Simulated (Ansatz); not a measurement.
# N2H3 (quartet): the correlation ladder, def2-TZVPP

One table from this session's results is given with a row withheld; the runs are named, their logs left out.

Program: Ansatz 0.2.0, Gaussian basis. Level of theory: def2-TZVPP, core rule «outside noble gas», up to 2 orbitals frozen. These are calculated values, not measurements.

Plan: UHF; ROHF; CCSD(T) on UHF.

2 further runs of the same task are left out: 2 set aside as unsound or not needed.

## What is computed

The geometry is a PBE0/def2-TZVP stationary point (not a proven minimum) of the parent state, kept for this charge and spin.

5 atoms, charge 0, spin multiplicity 4.

Atoms are counted from 1 here; the program's logs count them from 0.

Bond lengths: N1–N2 1.338 Å, N1–H3 1.012 Å, N1–H4 1.007 Å, N2–H5 1.021 Å. Angles: N2–N1–H3 120.9°, N2–N1–H4 113.9°, H3–N1–H4 114.6°, N1–N2–H5 106.1°.

Set-up of the first run:

Input file in.yaml:

```yaml
crystal:
  periodic: [false, false, false]
  atoms:
    - {symbol: N, position_ang: [-0.060277, -0.053084, 0.622021]}
    - {symbol: N, position_ang: [0.034117, 0.122863, -0.700923]}
    - {symbol: H, position_ang: [0.213328, -0.927712, 1.050447]}
    - {symbol: H, position_ang: [0.166554, 0.767486, 1.160673]}
    - {symbol: H, position_ang: [-0.016346, -0.809450, -1.114669]}
basis:
  gaussian: {orbitals: def2-TZVPP}
magnetization: {spin_polarized: true, initial_magnetization: 3}
hamiltonian: {xc: hf}
output: {orbitals: {seedname: orbitals}}
```

Started as:

```console
> ansatz run in.yaml --threads 1 --pin off --events-out ev --progress --plain --max-ram 4096MiB --backend cpu
```

Among the steps run: UHF; ROHF; CCSD(T) on UHF.

One table of the session follows, with a row left open; its other results are not shown here.

| method | from UCCSD(T) (kcal/mol) |
| --- | --- |
| ROHF | ? |
| UHF | +260.83 |
| UMP2 | +27.61 |
| UCCSD | +10.84 |
| UCCSD(T) | 0 |

Q: Estimate the row for ROHF from the others.

The run gave: from UCCSD(T) (kcal/mol): +267.48. In the column «from UCCSD(T) (kcal/mol)» it is the highest.
